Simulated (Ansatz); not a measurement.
## Scan of PH2⁺, triplet

Starting geometry (PBE0/def2-TZVP stationary point for this spin, not checked as a minimum):

```xyz
3

P     0.0000   -0.0418    0.0000
H     0.0000    0.6425   -1.2397
H     0.0000    0.6425    1.2397
```

From there the angle named below is changed in its plane at fixed bond lengths, both arms turning rigidly about the middle atom; atoms are numbered as listed. Energies are in kJ/mol, counted from the starting geometry at the same level. Kohn–Sham curves are unrestricted where that lies lower.

Basis cc-pVDZ; Ansatz 0.2.0. Only valence electrons are correlated (noble-gas cores frozen).

Full CI is exact within this basis and frozen core; it isn't the basis-set limit.

```json
{"angle H2-P1-H3 (°)": "67.2", "PBE0": "190.3"}
{"angle H2-P1-H3 (°)": "89.0", "PBE0": "64.0"}
{"angle H2-P1-H3 (°)": "101.7", "PBE0": "23.6"}
{"angle H2-P1-H3 (°)": "120.2", "PBE0": "0.3"}
{"angle H2-P1-H3 (°)": "122.2", "PBE0": "0.0"}
{"angle H2-P1-H3 (°)": "143.3", "PBE0": "17.1"}
{"angle H2-P1-H3 (°)": "158.8", "PBE0": "45.4"}
{"angle H2-P1-H3 (°)": "180.0", "PBE0": "70.5"}
```

Estimate the full CI curve in cc-pVDZ from this one, knowing how PBE0 errs.

The computed full CI values, in kJ/mol from the starting point, and the error of PBE0 against them:
```
angle H2-P1-H3 (°)  full CI  PBE0 less full CI
              67.2    187.7                2.5
              89.0     62.7                1.3
             101.7     22.8                0.8
             120.2      0.3                0.1
             122.2      0.0                0.0
             143.3     18.3               -1.1
             158.8     48.5               -3.1
             180.0     76.9               -6.4
```

The error spans 8.9 kJ/mol and is largest, -6.4 kJ/mol, at 180.0 °.

In so small a basis the reference is far from its limit while semilocal and hybrid functionals are nearer theirs, so the functionals' errors here hold much of the reference's basis and frozen-core error, which can add to them or hide them.
